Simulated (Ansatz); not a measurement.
Ideal-gas functions of B$_{2}$H$_{4}$S, SMILES `BSB` at 800 K and 1 bar, from an Ansatz frequency run at PBE0-D4/def2-TZVP.

Molar mass 57.72 g/mol, point group C2v (symmetry number 2), electronic degeneracy 1, moments of inertia 22.642, 58.584, 81.226 u Å². Harmonic wavenumbers (cm⁻¹, unscaled): 235, 290, 368, 772, 773, 787, 866, 953, 972, 1180, 1210, 2605, 2614, 2716, 2721.

Use S(trans) = R[1.5 ln M + 2.5 ln T − 1.1517]; rotational temperatures θ = 24.2544 K / I; S(rot) = R[ln(√π/σ · √(T³/θAθBθC)) + 1.5]; for each mode x = 1.438777 ν̃/T, S = R[x/(eˣ − 1) − ln(1 − e⁻ˣ)] and H = RT x/(eˣ − 1); 1 cm⁻¹ = 0.0119627 kJ/mol; R = 8.31446 J/(mol·K).

Q: By hand: the entropy, in J/(mol·K).

A: Translation 180.0. Rotation: θ = 1.0712, 0.414, 0.2986 K, giving 103.2. Vibration, mode by mode: 15.54, 13.82, 11.90, 6.22, 6.21, 6.09, 5.42, 4.78, 4.65, 3.46, 3.32, 0.44, 0.43, 0.37, 0.37, in all 83.0. Electronic 0.0. Sum 366.2 J/(mol·K).

Q: By hand: H − E and G − E in kJ/mol, counted from the electronic energy.

A: Zero-point energy ½ × 19062 × 0.0119627 = 114.0; thermal vibration 36.8; translation, rotation and pV give 4 RT = 26.6. H − E = 177.4 kJ/mol, and G − E = 177.4 − 800 × 366.2/1000 = -115.6 kJ/mol.

Vibration gives 23 % of the entropy.
